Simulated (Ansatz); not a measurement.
# BH2N: the cost of one run

Method: the levels named in each step, in Ansatz 0.2.0.

## 1. The starting structure

Bond lengths: B1–N2 1.259 Å, B1–H3 1.176 Å, N2–H4 1.014 Å. Angles: B1–N2–H4 168.6°, N2–B1–H3 163.3°.

Structure file:

```xyz
4

B     0.6995   -0.0039   -0.0233
N    -0.5574   -0.0128    0.0512
H     1.8048    0.1509   -0.3927
H    -1.5612    0.0691   -0.0692
```

## 2. A rough first relaxation, PBE-D4/def2-SVP

This run stands in another session on the same molecule. It ended at:

```xyz
4

B     0.7128    0.0663   -0.1684
N    -0.6011    0.0311   -0.0417
H     1.9021    0.0941   -0.2790
H    -1.6282    0.0118    0.0552
```

## 3. Relaxation, PBE0-D4/def2-TZVPP

This run stands in another session on the same molecule. It ended at:

```xyz
4

B     0.7062    0.0653   -0.1664
N    -0.5920    0.0341   -0.0431
H     1.8734    0.0932   -0.2771
H    -1.6019    0.0107    0.0526
```

## 4. Relaxation, CCSD(T)/cc-pV(T+d)Z

File input.yaml:

```yaml
crystal:
  periodic: [false, false, false]
  atoms:
    - { symbol: B, position_ang: [0.70624484, 0.06528632, -0.16635988] }
    - { symbol: "N", position_ang: [-0.59200052, 0.03412793, -0.04310761] }
    - { symbol: H, position_ang: [1.87335478, 0.09316836, -0.2770775] }
    - { symbol: H, position_ang: [-1.6019491, 0.01071738, 0.05256498] }
magnetization:
  spin_polarized: true
  initial_magnetization: 1
total_charge: 1
basis:
  gaussian: { orbitals: "cc-pV(T+d)Z.json" }
correlation:
  method: ccsd_t
scf:
  omitted_lower_state_checks: [cluster_reference]
relax:
  f_tol: 0.002
  max_steps: 40
```

Run with:

```
> ansatz run input.yaml --threads 2 --pin off --max-ram 5120MiB --backend cpu --events-out ev --progress --plain --runs-dir out
```

Q: Estimate wall time and peak memory on 2 threads of Oxide Virtual Turin-like (Zen 5), shared host.

About 1.8 min, with a peak of 1.1 GiB.
